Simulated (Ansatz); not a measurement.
```yaml
crystal:
  periodic: [false, false, false]
  atoms:
    - {symbol: O, position_ang: [-1.881361, -0.486460, -0.004484]}
    - {symbol: Al, position_ang: [-0.675642, 0.534162, 0.006917]}
    - {symbol: P, position_ang: [1.565215, -0.278834, -0.004492]}
    - {symbol: H, position_ang: [-0.148917, 1.991281, 0.024063]}
basis:
  gaussian: {orbitals: def2-TZVP}
magnetization: {spin_polarized: true, initial_magnetization: 3}
hamiltonian: {xc: pbe0}
relax: {f_tol: 0.004, max_steps: 80}
```

```sh
$ ansatz run in.yaml --threads 1 --pin off --events-out ev --progress --plain --max-ram 2176MiB
```

Steps of the relaxation (energy above the last step; positions in Å, forces in eV/Å):

```
4
step 1, 494.2 meV
O    -1.881   -0.486   -0.004   -2.267   -1.923   -0.021
Al   -0.676    0.534    0.007    2.436    1.641    0.018
P     1.565   -0.279   -0.004    0.155   -0.439   -0.005
H    -0.149    1.991    0.024   -0.324    0.721    0.009
```

```
4
step 2, 249.4 meV
O    -1.799   -0.521   -0.005   -1.345   -1.166   -0.013
Al   -0.626    0.590    0.008    1.941    1.291    0.014
P     1.560   -0.449   -0.007   -0.208   -0.115   -0.001
H    -0.276    2.140    0.026   -0.387   -0.010    0.000
```

```
4
step 3, 95.0 meV
O    -1.710   -0.531   -0.005   -0.376   -0.080   -0.001
Al   -0.525    0.652    0.008    0.824    0.256    0.002
P     1.529   -0.614   -0.008   -0.228    0.156    0.002
H    -0.434    2.252    0.027   -0.219   -0.332   -0.004
```

```
4
step 4, 38.1 meV
O    -1.745   -0.477   -0.004   -0.338   -0.047    0.000
Al   -0.451    0.616    0.008    0.190    0.452    0.005
P     1.532   -0.595   -0.008    0.287   -0.135   -0.002
H    -0.477    2.215    0.027   -0.139   -0.270   -0.003
```

```
4
step 5, 8.3 meV
O    -1.820   -0.375   -0.003    0.317    0.218    0.002
Al   -0.371    0.582    0.007   -0.525    0.068    0.001
P     1.618   -0.614   -0.009    0.149   -0.059   -0.001
H    -0.567    2.168    0.026    0.059   -0.227   -0.003
```

```
4
step 8, 0.0 meV
O    -1.824   -0.370   -0.003    0.001    0.001    0.000
Al   -0.394    0.580    0.007   -0.001   -0.001    0.000
P     1.627   -0.602   -0.008    0.000    0.000    0.000
H    -0.549    2.152    0.026    0.000    0.000    0.000
```

Close pairs at the end: Al2–H4 1.580 Å, O1–Al2 1.717 Å, Al2–P3 2.341 Å.

A stationary point of unrestricted PBE0 after 8 steps, with ⟨S²⟩ = 3.763 against 3.75 for a pure state; no frequencies were run, so it isn't proven a minimum. 39 s on 1 thread of Intel Xeon 6975P-C, shared host.
